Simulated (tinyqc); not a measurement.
Worked calculation: UHF in the sto-6g basis, for H2O+, spin multiplicity 2. One step of it, computed by the program tinyqc.

Task: Iteration 2: DIIS coefficients. Solve [B -1; -1 0][c; lambda] = [0; -1] for the coefficients, which sum to one.

B (overlaps of the stored error matrices):
```
,1,2
1,3.7377234e+00,-2.6683359e-02
2,-2.6683359e-02,1.1692247e-01
```

Give: DIIS coefficients.

Result:

DIIS coefficients: 0.0367  0.9633
